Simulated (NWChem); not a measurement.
System: Na2; SMILES [Na][Na]

```xyz
2

Na     0.0000     0.0000    -1.5625
Na     0.0000     0.0000     1.5625
```
Atoms are numbered in this order, from 1.

Geometry: optimised at PBE0/def2-SVP.

### Question
List the 4 lowest vertical singlet excitations from PBE0/6-31G* (spherical d), full TDDFT (NWChem).

### Answer
```
state  energy (eV)  oscillator strength  leading excitation (squared amplitude)
-----  -----------  -------------------  --------------------------------------
S1            2.05                0.640                      HOMO → LUMO (1.03)
S2            2.64                0.634                    HOMO → LUMO+1 (1.00)
S3            2.64                0.634                    HOMO → LUMO+2 (1.00)
S4            2.94                0.000                    HOMO → LUMO+3 (0.98)
```
